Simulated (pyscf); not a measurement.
Single points on ωB97X-D3(BJ)/def2-SVP structures (PySCF, gas phase).

### Question
For HN=Ti(Cl)–Cl (SMILES [NH]=[Ti]([Cl])[Cl]) + H₂O (SMILES O) → H₂N–Ti(OH)(Cl)–Cl (SMILES [NH2][Ti]([OH])([Cl])[Cl]), an addition across a multiple bond or ene-type step (singlet surface; H–O broken, H–N, O–Ti formed), PBE/def2-TZVP gives ΔE‡ = -91.7 kJ/mol and ΔE = -271.1 kJ/mol (zero: the separated reactants). In which direction and how far do r²SCAN/def2-TZVP, B3LYP-D3(BJ)/def2-TZVP, ωB97M-D3(BJ)/def2-TZVP move these?

### Answer
r²SCAN: ΔE‡ = -98.6 kJ/mol, ΔE = -290.5 kJ/mol; B3LYP-D3(BJ): ΔE‡ = -82.3 kJ/mol, ΔE = -281.6 kJ/mol; ωB97M-D3(BJ): ΔE‡ = -71.1 kJ/mol, ΔE = -269.2 kJ/mol. PBE's barrier lies among them. Its reaction energy lies among theirs. On the reactant side the descent ends in an adduct with a O–Ti contact, 142.7 kJ/mol under the separated species and 64.2 kJ/mol under the saddle at ωB97X-D3(BJ)/def2-TZVP. At PBE, r²SCAN, B3LYP-D3(BJ), ωB97M-D3(BJ) the saddle lies under the separated reactants, which points to a path from their complex (located at ωB97X-D3(BJ) alone). What is counted as formed (O–Ti) is already present as a longer contact in the reactant adduct; forming that adduct is a step of its own. At the saddle there is also a short H–Ti contact that neither side keeps. One saddle was located; it need not be the lowest between these sides.
